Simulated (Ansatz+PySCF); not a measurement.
Values are calculated unless marked as measured or tabulated.
Several solutions for singlet C₂H₄ in separate pieces

```xyz
6

C     0.0000    0.0000   -0.1059
H     0.0000    1.0040    0.3178
H     0.0000   -1.0040    0.3178
C    30.0164   -0.0027   -0.1046
H    29.2920    0.7556    0.1915
H    30.6098   -0.7395    0.4361
```

Basis set: STO-3G (spherical functions). Charge 0, multiplicity 1.

UHF was run from several starts with Ansatz (development build ahead of 0.2.0) and PySCF 2.14.0.

```json
{"run": "A", "program": "Ansatz", "start": "atomic start, no search", "converged": "yes", "energy (hartree)": "-76.67698", "<S²>": "0.00"}
{"run": "B", "program": "PySCF", "start": "guess minao, instabilities followed", "converged": "yes", "energy (hartree)": "-76.77941", "<S²>": "1.86"}
{"run": "C", "program": "PySCF", "start": "program defaults", "converged": "yes", "energy (hartree)": "-76.67698", "<S²>": "0.00"}
{"run": "D", "program": "PySCF", "start": "guess huckel, instabilities followed", "converged": "yes", "energy (hartree)": "-76.77941", "<S²>": "1.86"}
{"run": "E", "program": "PySCF", "start": "guess atom, instabilities followed", "converged": "yes", "energy (hartree)": "-76.77941", "<S²>": "1.86"}
{"run": "F", "program": "Ansatz", "start": "search for the lowest state", "converged": "yes", "energy (hartree)": "-76.86907", "<S²>": "2.04"}
{"run": "G", "program": "Ansatz", "start": "stability test followed", "converged": "yes", "energy (hartree)": "-76.77941", "<S²>": "1.86"}
{"run": "H", "program": "PySCF", "start": "guess 1e, instabilities followed", "converged": "yes", "energy (hartree)": "-76.77941", "<S²>": "1.86"}
```

Question: Which runs reached the lowest solution of this kind, and what is wrong with the others?

Answer: F reached the lowest solution found. Converged but too high: A by 5.23 eV, B by 2.44 eV, C by 5.23 eV, D by 2.44 eV, E by 2.44 eV, G by 2.44 eV, H by 2.44 eV. Convergence only shows a stationary point, and even a stable one can lie too high; stability tests and further starts are what find lower ones. Caution: the unrestricted determinant is a mixture of spin states.
